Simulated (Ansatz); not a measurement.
`O=C(O)O`, relaxed with RKS PBE0-D4/def2-TZVP in Ansatz 0.2.0 from a PBE-D4/def2-SVP geometry. The force threshold is 0.005 eV/Å; the program also tests the step.

Charge 0, multiplicity 1.

Start:

```xyz
6

O     0.544   -1.030   -0.648
C     0.048   -0.091   -0.057
O    -1.241    0.007    0.326
O     0.693    1.029    0.325
H    -1.661   -0.825    0.028
H     1.617    0.910    0.025
```

Task: By how much does the energy fall, and how many steps does the optimiser take? (Estimate.)

Result: The calculation gave: 3.40 kJ/mol, in 5 steps.

Task: Which bonds change most? (Best estimate.)

Result: Computed: C2–O3 from 1.348 to 1.331 Å; C2–O4 from 1.347 to 1.331 Å; O1–C2 from 1.215 to 1.200 Å; O4–H6 from 0.979 to 0.965 Å.

Task: Give the relaxed structure. (Best estimate.)

Result: The calculation gave: 
```xyz
6

O     0.538   -1.018   -0.641
C     0.048   -0.091   -0.057
O    -1.225    0.001    0.320
O     0.689    1.013    0.318
H    -1.652   -0.814    0.031
H     1.603    0.908    0.028
```
